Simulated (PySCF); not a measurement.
Computed and published core binding energies of sulfuryl chloride

Measured values to reproduce (core binding energies): Cl 2p3/2 of Cl4/Cl5 207.32 eV [1]; O 1s of O1/O3 539.34 eV [1]. Sources and the comparison follow the method.

Compound: sulfuryl chloride, Cl2O2S.
Bonds: O1–S2 (double), S2–O3 (double), S2–Cl4, S2–Cl5.

The calculation used PySCF 2.14.0, delta-SCF UKS SCAN, pcX-2 on the ionised atom, pcseg-1 elsewhere, spin-free X2C. Each binding energy is the total energy of the core-ionised species, with the hole localised on one atom, minus that of the ground state; both are solved self-consistently, so orbital relaxation is included.

```
   atom           environment     level  this calculation (eV)  reference (eV)  difference (eV)  source
Cl4/Cl5  chlorine bonded to S  Cl 2p3/2                 207.35          207.32            +0.03     [1]
  O1/O3       sulfonyl oxygen      O 1s                 539.66          539.34            +0.32     [1]
```

[1] measured, gas; Avanzino, Jolly, Lazarus, Perry, Rietz, Schaaf, An X-ray photoelectron spectroscopic study of some isoelectronic compounds, LBL-3502 (Inorg. Chem. 1975) Note: scanned preprint of 1974, columns matched to compounds by order; energy scale about 0.1-0.2 eV below the 1984 compilation.

Problem. How far is it from the measured entries?

Solution. Over the 2 different measured values (2 distinct lines) the mean signed difference is +0.17 eV, the mean unsigned one 0.17 eV and the largest 0.32 eV. The calculation is vertical and has no vibrational structure, and measured positions depend on the energy calibration.

Problem. What does the calculation give for the levels without a reference value here?

Solution. S2 S 1s 2485.33 eV; S2 S 2p3/2 176.53 eV; Cl4/Cl5 Cl 1s 2829.95 eV.

Atoms equivalent by their bonding share one computed value, that of the first of them. 2p3/2 and 2p1/2 are the ΔSCF energy of one spin-free 2p hole plus the eigenvalues of a spin–orbit and ligand-field matrix of the shell. 2p1/2 minus 2p3/2 (ligand field included): S 1.24 eV, Cl 1.65 eV. Geometry: PBE0-D3(BJ)/def2-SVP; no solvent, vibrations or thermal averaging.
